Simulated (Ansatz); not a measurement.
## Multireference treatment of CH₂O₂, singlet

Calculated in Ansatz's Gaussian-basis code. Basis cc-pVDZ, nonrelativistic, no frozen core. State-specific CASSCF; RHF is the lowest restricted (open-shell) Hartree–Fock solution met. Solutions may break the symmetry of the shape. No proof that the lowest CASSCF solution was found.

Geometry:

```xyz
5

O    -1.0409   -0.4364    0.0000
C     0.0000    0.4239    0.0000
O     1.1694    0.1037    0.0000
H    -0.6496   -1.3351    0.0000
H    -0.3778    1.4530    0.0000
```

Q: What do CASSCF and its corrections give against RHF in CAS(4,3), and what are the occupations?

A: CASSCF -0.826 eV, SC-NEVPT2 -13.690 eV; occupations 2.00, 1.94, 0.06.
